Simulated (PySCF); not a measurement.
# CNS: the cost of one run

Programs: PySCF 2.14.0, with density-fitted response routines of our own. Each step states its level of theory. These are calculated values for one molecule in the gas phase, unless marked as measured. Atoms are numbered from 0 throughout.

### 1 The starting structure

3 atoms, charge 0, multiplicity 2; geometry from: GFN2-xTB.

Bonds of the start (Å): N0–C1 1.16, C1–S2 1.63.

### 2 Geometry optimisation at PBE0-D3(BJ)/def2-TZVP

Job settings and geometry (Å):

```
{"job": {"xc": "PBE0", "basis": "def2-TZVP", "d3": "d3bj", "grid": 2, "kind": "geom"}, "charge": 0, "multiplicity": 2}
N      0.000000     0.000000    -1.314500
C      0.000000     0.000000    -0.156960
S      0.000000     0.000000     1.471460
```

Q: Estimate the wall time of this first job on 2 threads of Arm Neoverse V2, shared host.

About 13 s.
